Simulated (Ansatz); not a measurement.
A calculation with Ansatz (development build ahead of 0.2.0).

```yaml
crystal:
  periodic: [false, false, false]
  atoms:
    - { symbol: H, position_ang: [-0.04814, -0.00828, -1.91655] }
    - { symbol: C, position_ang: [-0.03889, -0.00493, -0.66335] }
    - { symbol: O, position_ang: [-0.04054, -0.03868, 0.72882] }
basis:
  gaussian: { orbitals: "6-31G" }
total_charge: 1
hamiltonian:
  xc: hf
```

The input is written out in the form of the current development build from the run's settings.

Output:

- Converged: yes
- Total energy: -112.74755 hartree
- Spin squared of the determinant: 0.000

Caution: stretched shape with no unrestricted run beside it, a lower state can exist.
